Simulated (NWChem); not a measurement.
Everything below was run with NWChem. System: propene (C$_{3}$H$_{6}$), charge 0, spin multiplicity 1, at a geometry optimised with PBE0/def2-SVP. Level: MP2/def2-TZVP, 3 core orbitals frozen.

Job file:

```
start mol
memory heap 200 mb stack 900 mb global 1100 mb
geometry units angstroms nocenter noautoz
  C      0.251373     1.216148     0.000000
  C     -0.459434    -0.096628     0.000000
  C      0.125646    -1.295327     0.000000
  H     -0.024077     1.817183    -0.882952
  H     -0.024077     1.817183     0.882952
  H      1.344067     1.088526     0.000000
  H     -1.556478    -0.050605     0.000000
  H      1.215992    -1.399611     0.000000
  H     -0.460938    -2.217837     0.000000
  symmetry group Cs
end
basis spherical
  * library def2-tzvp
end
scf
  rhf
  nopen 0
  maxiter 100
  thresh 1e-7
  semidirect memsize 60000000 filesize 0
end
mp2
  freeze core 3
end
task mp2 energy
```

Part of the output:

```
             Northwest Computational Chemistry Package (NWChem) 7.3.0
             --------------------------------------------------------

                                NWChem Input Module
                                -------------------

 Scaling coordinates for geometry "geometry" by  1.889725989
 (inverse scale =  0.529177249)

 Turning off AUTOSYM since
 SYMMETRY directive was detected!

                             Geometry "geometry" -> ""
                             -------------------------

 Output coordinates in angstroms (scale by  1.889725989 to convert to a.u.)

  No.       Tag          Charge          X              Y              Z
 ---- ---------------- ---------- -------------- -------------- --------------
    1 C                    6.0000     0.25137300     1.21614800     0.00000000
    2 C                    6.0000    -0.45943400    -0.09662800     0.00000000
    3 C                    6.0000     0.12564600    -1.29532700     0.00000000
    4 H                    1.0000    -0.02407700     1.81718300    -0.88295200
    5 H                    1.0000    -0.02407700     1.81718300     0.88295200
    6 H                    1.0000     1.34406700     1.08852600     0.00000000
    7 H                    1.0000    -1.55647800    -0.05060500     0.00000000
    8 H                    1.0000     1.21599200    -1.39961100     0.00000000
    9 H                    1.0000    -0.46093800    -2.21783700     0.00000000

 Effective nuclear repulsion energy (a.u.)      70.5701132332

            Nuclear Dipole moment (a.u.)
            ----------------------------
        X                 Y               Z
 ---------------- ---------------- ----------------
    -0.0000018897    -0.0000056692     0.0000000000

      Symmetry information
      --------------------

 Group name             Cs
 Group number              2
 Group order               2
 No. of unique centers     8

      Symmetry unique atoms

     1    2    3    4    6    7    8    9


 Summary of "ao basis" -> "" (spherical)
 ------------------------------------------------------------------------------
       Tag                 Description            Shells   Functions and Types
 ---------------- ------------------------------  ------  ---------------------
 *                         def2-tzvp                  on all atoms

 Summary of "ao basis" -> "ao basis" (spherical)
 ------------------------------------------------------------------------------
       Tag                 Description            Shells   Functions and Types
 ---------------- ------------------------------  ------  ---------------------
 C                         def2-tzvp                11       31   5s3p2d1f
 H                         def2-tzvp                 4        6   3s1p

                                 NWChem SCF Module
                                 -----------------

  ao basis        = "ao basis"
  functions       =   129
  atoms           =     9
  closed shells   =    12
  open shells     =     0
  charge          =   0.00
  wavefunction    = RHF
  use symmetry    = T
  symmetry adapt  = T

 Summary of "ao basis" -> "ao basis" (spherical)
 ------------------------------------------------------------------------------
       Tag                 Description            Shells   Functions and Types
 ---------------- ------------------------------  ------  ---------------------
 C                         def2-tzvp                11       31   5s3p2d1f
 H                         def2-tzvp                 4        6   3s1p
[...]
 Vector   14  Occ=0.000000D+00  E= 1.559135D-01  Symmetry=a"
              MO Center= -1.1D-01, -6.6D-01, -8.1D-14, r^2= 3.6D+00
   Bfn.  Coefficient  Atom+Function         Bfn.  Coefficient  Atom+Function
  ----- ------------  ---------------      ----- ------------  ---------------
    45      0.988380  2 C  pz                76     -0.951814  3 C  pz
    96      0.257697  4 H  s                102     -0.257697  5 H  s
    39      0.254970  2 C  pz                70     -0.218593  3 C  pz
    42      0.212719  2 C  pz                14     -0.186246  1 C  pz

 Vector   15  Occ=0.000000D+00  E= 1.830129D-01  Symmetry=a'
              MO Center= -4.5D-01, -3.2D-01,  3.5D-15, r^2= 8.2D+00
   Bfn.  Coefficient  Atom+Function         Bfn.  Coefficient  Atom+Function
  ----- ------------  ---------------      ----- ------------  ---------------
    36      2.997548  2 C  s                114     -2.576642  7 H  s
     5     -2.512255  1 C  s                120      1.513576  8 H  s
   108      1.479404  6 H  s                126     -1.265422  9 H  s
    74     -0.905582  3 C  px                44      0.738045  2 C  py
    43     -0.594492  2 C  px                75     -0.582024  3 C  py

 center of mass
 --------------
 x =  -0.02205012 y =  -0.04703718 z =   0.00000000

 moments of inertia (a.u.)
 ------------------
         193.995627914322         -10.772872035104           0.000000000000
         -10.772872035104          39.331980633679           0.000000000000
           0.000000000000           0.000000000000         222.104401386166

  Mulliken analysis of the total density
  --------------------------------------

    Atom       Charge   Shell Charges
 -----------   ------   -------------------------------------------------------
    1 C    6     6.26   0.85  1.12  0.47  0.66  0.07  1.25  1.39  0.36  0.02  0.06  0.00
    2 C    6     6.12   0.85  1.12  0.50  0.59  0.10  1.22  1.32  0.30  0.02  0.09  0.01
    3 C    6     6.29   0.85  1.12  0.50  0.60  0.13  1.23  1.30  0.48  0.02  0.05  0.01
    4 H    1     0.89   0.26  0.49  0.11  0.02
    5 H    1     0.89   0.26  0.49  0.11  0.02
    6 H    1     0.90   0.26  0.50  0.11  0.02
    7 H    1     0.89   0.26  0.50  0.10  0.02
    8 H    1     0.88   0.26  0.50  0.10  0.02
    9 H    1     0.87   0.26  0.50  0.09  0.02

       Multipole analysis of the density wrt the origin
       ------------------------------------------------

     L   x y z        total         open         nuclear
     -   - - -        -----         ----         -------
     0   0 0 0      0.000000      0.000000     24.000000

     1   1 0 0     -0.020889      0.000000     -0.000002
     1   0 1 0      0.157330      0.000000     -0.000006
     1   0 0 1     -0.000000      0.000000      0.000000

     2   2 0 0    -14.169485      0.000000     27.360527
     2   1 1 0     -0.180086      0.000000      6.780638
     2   1 0 1     -0.000000      0.000000      0.000000
     2   0 2 0    -14.421500      0.000000    120.226378
     2   0 1 1      0.000000      0.000000      0.000000
     2   0 0 2    -16.620466      0.000000      5.568034

                   NWChem MP2 Semi-direct Energy/Gradient Module
                   ---------------------------------------------

  Basis functions       =    129
  Molecular orbitals    =    129
  Frozen core           =      3
  Frozen virtuals       =      0
  Active alpha occupied =      9
  Active beta occupied  =      9
  Active alpha virtual  =    117
  Active beta virtual   =    117
  Use MO symmetry       = T
  Use skeleton AO sym   = T

  AO/Fock/Back tols     =   1.0D-09  1.0D-09  1.0D-09

 GA uses MA = F    GA memory limited = T

 Available:
  local mem=  1.26D+08
 global mem=  1.44D+08
 local disk=  0.00D+00
  mp2_memr nvloc                   117
  nvloc new                   117
   1 passes of   9:        5242880                      86576                  29869483.
   1 passes of   9: M    126140017           G      144145918           F     120897137.

 Semi-direct pass number   1 of   1  for RHF alpha+beta  at        4.8s
  vrange nnbf                  8335
  mp2_eaftype                   113  avail_ma_in_mb                  1099
 EAF : mp2_eaftype filesize         113   14934741.
  mp2_eaf for mointskh                    113
Node 0 wrote     70.2 Mb in      0.0 s     Agg I/O rate:  2693.9 Mb/s
 Done moints_semi at        9.9s
  mp2_eaftype                   113  avail_ma_in_mb                   986
 EAF : mp2_eaftype filesize         113   14934741.
  mp2_eaf for kh                   113
 Done maket at       10.3s
 Done multipass loop at       10.3s

          -------------------------------------------
          SCF energy                -117.116583373840
          Correlation energy          -0.492620214391
          Singlet pairs               -0.329157964988
          Triplet pairs               -0.163462249403
          Total MP2 energy          -117.609203588231
          -------------------------------------------

          ---------------------------------------------------
                    Spin Component Scaled (SCS) MP2
          Same spin pairs                     -0.108974832936
          Same spin scaling factor             0.333333333333
          Opposite spin pairs                 -0.383645381456
          Opposite spin scaling fact.          1.200000000000
          SCS-MP2 correlation energy          -0.496699402059
          Total SCS-MP2 energy              -117.613282775899
          ---------------------------------------------------

 -----------------------
 Performance information
 -----------------------

 Timer overhead =  1.74D-07 seconds/call

               Nr. of calls         CPU time (s)                 Wall time (s)                GFlops
             ---------------    -------------------     ------------------------------   -------------------
Name         Min   Avg   Max    Min     Avg     Max     Min     Avg     Max   Mx/calls   Min     Max     Sum
mp2: moin     1     1     1    5.2     5.2     5.2      5.2     5.2     5.2     5.2      0.0     0.0     0.0
mp2: make     1     1     1   0.36    0.36    0.36     0.36    0.36    0.36    0.36      0.0     0.0     0.0
mp2: tota     1     1     1    5.6     5.6     5.6      5.6     5.6     5.6     5.6      0.0     0.0     0.0

 The average no. of pstat calls per process was 3.00D+00
 with a timing overhead of 5.22D-07s

 Task  times  cpu:       10.3s     wall:       10.3s

 Total times  cpu:       10.3s     wall:       10.3s
```
